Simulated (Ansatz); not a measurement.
For wurtzite GaN, PBE-D4 (PAW; Ansatz, an electronic-structure program) gives:

- lattice parameter a = 3.185 Å
- c axis length = 5.190 Å

Q: What does HSE06 in Ansatz (PAW) give for the same quantities?

A: 
- lattice constant a: 3.185 Å (stays essentially unchanged)
- lattice parameter c: 5.178 Å (falls by 0.2 %)

For comparison: lattice constant a 3.189 Å (measured, room temperature, not corrected to a static lattice; as tabulated in Lucero et al. (2012), arXiv:1111.4515); lattice parameter c 5.185 Å (measured, room temperature, not corrected to a static lattice; as tabulated in Lucero et al. (2012), arXiv:1111.4515).

Changes are worked out from the printed values.

Unless a cell is named, each level is at its own relaxed cell (PBE-D4 11.40, HSE06 11.37 Å³/atom).

Ansatz's density-functional and Hartree–Fock values are scalar-relativistic unless marked +SOC, with PAW data made under PBE.
